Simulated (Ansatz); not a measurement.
# CO3 (-2): geometry and frequencies at several levels

The task here is to estimate one member of a computed series from the others.

Computed with Ansatz 0.2.0 (the levels named in each step, unless a step's input says otherwise).

**The system as given**

Bond lengths: O1–C2 1.292 Å, C2–O3 1.292 Å, C2–O4 1.292 Å. Angles: O1–C2–O3 120.0°, O1–C2–O4 120.0°, O3–C2–O4 120.0°.

As a file:

```xyz
4

O    -0.1739    1.2629   -0.2087
C     0.0000    0.0000    0.0001
O     1.0842   -0.5774   -0.3997
O    -0.9104   -0.6855    0.6083
```

Set-up of the first run:

The input, input.yaml:

```yaml
crystal:
  periodic: [false, false, false]
  atoms:
    - { symbol: O, position_ang: [-0.17487337, 1.27015023, -0.20983791] }
    - { symbol: C, position_ang: [-6.52e-06, -4.11e-06, 5.98e-06] }
    - { symbol: O, position_ang: [1.0904471, -0.58073499, -0.40196297] }
    - { symbol: O, position_ang: [-0.91558721, -0.68943114, 0.61181489] }
total_charge: -2
basis:
  gaussian: { orbitals: def2-TZVPPD.json }
hamiltonian:
  xc: pbe0
  dispersion: d4
phonons: {}
```

Started as:

```bash
$ ansatz run input.yaml --threads 2 --pin off --max-ram 5120MiB --backend cpu --events-out ev --progress --plain --runs-dir out
```

Among the steps run: Frequencies, PBE0-D4/def2-TZVPPD; Relaxation, PBE-D4/def2-TZVPPD; Frequencies, PBE-D4/def2-TZVPPD; Relaxation, r2SCAN-D4/def2-TZVPPD; Frequencies, r2SCAN-D4/def2-TZVPPD; Relaxation, B3LYP-D4/def2-TZVPPD; Frequencies, B3LYP-D4/def2-TZVPPD; Relaxation, B2PLYP/def2-TZVPPD; Frequencies, B2PLYP/def2-TZVPPD.

One table of the session follows, with a row left open; its other results are not shown here.

```
                level  O1–C2 (Å)  C2–O3 (Å)  C2–O4 (Å)  highest frequency (cm⁻¹)
  PBE0-D4/def2-TZVPPD     1.2992     1.2992     1.2992                      1352
   PBE-D4/def2-TZVPPD     1.3157     1.3157     1.3157                      1240
r2SCAN-D4/def2-TZVPPD          ?          ?          ?                         ?
 B3LYP-D4/def2-TZVPPD     1.3051     1.3051     1.3051                      1299
   B2PLYP/def2-TZVPPD     1.3072     1.3072     1.3072                      1289
```

**Question.** Estimate the row for r2SCAN-D4/def2-TZVPPD.

As computed: O1–C2 (Å): 1.3056; C2–O3 (Å): 1.3057; C2–O4 (Å): 1.3057; highest frequency (cm⁻¹): 1293. In the column «O1–C2 (Å)» it lies between B3LYP-D4/def2-TZVPPD (1.3051) and B2PLYP/def2-TZVPPD (1.3072).

Limits of these values: A small anion of this charge may not be bound in the gas phase; the finite basis can hold electrons that would leave.
